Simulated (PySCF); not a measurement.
## How far each method lies from full CI for Al2H, doublet

Geometry: a point of a breathe scan, not a stationary point.

```json
{"atom": "Al", "x (Å)": "0.0000", "y (Å)": "0.0000", "z (Å)": "0.3067"}
{"atom": "Al", "x (Å)": "0.0000", "y (Å)": "0.0000", "z (Å)": "-2.0222"}
{"atom": "H", "x (Å)": "0.0000", "y (Å)": "0.0000", "z (Å)": "1.7155"}
```

Basis 6-31G; PySCF 2.14.0. Correlated methods freeze the noble-gas cores, which leaves 7 electrons in 18 orbitals. Prefix R: restricted or restricted open-shell reference; prefix U: unrestricted.

Full CI is exact within this basis and frozen core; it isn't the basis-set limit. The frozen core follows each run's orbitals, which can shift R against U totals by a few meV.

```
UHF ⟨S²⟩                            : 1.399
⟨S²⟩ of the determinant under UCCSD : 0.760
T1 diagnostic (ROHF- or RHF-based CCSD)               : 0.0216
largest doubles amplitude (ROHF- or RHF-based CCSD)   : 0.104
```

```csv
level,E − E(full CI) (kJ/mol),share of correlation (%),wall time
RHF,206.2,0.00,–
RMP2,72.7,64.75,–
RCCSD,7.0,96.61,–
RCCSD(T),2.6,98.73,0.42 s
RCCSDT,0.5,99.78,4.1 s
```

The correlation energy at full CI, counted from RHF, is -2.137 eV. The search over symmetries took 39 s on 1 thread of Intel Xeon, shared host; the state has 624,320 determinants.

Run but not shown, since their state, orbitals or frozen core can't be matched to the reference's or they repeat it: UHF, UMP2, UCCSD, UCCSD(T), UCCSDT.

Times are those of the correlated step on a shared host, with one SCF added for the restricted CCSD run; they ran on 1 thread of Intel Xeon.

The full-CI state has the irrep B1 of C2v, in the program's axes (one component, if the state is degenerate).

Natural occupations of full CI about the gap: 1.968 1.947 1.857 0.987 0.083 0.047 0.045 0.022 0.014 0.009; effectively unpaired electrons, Σ n²(2−n)², 1.13.
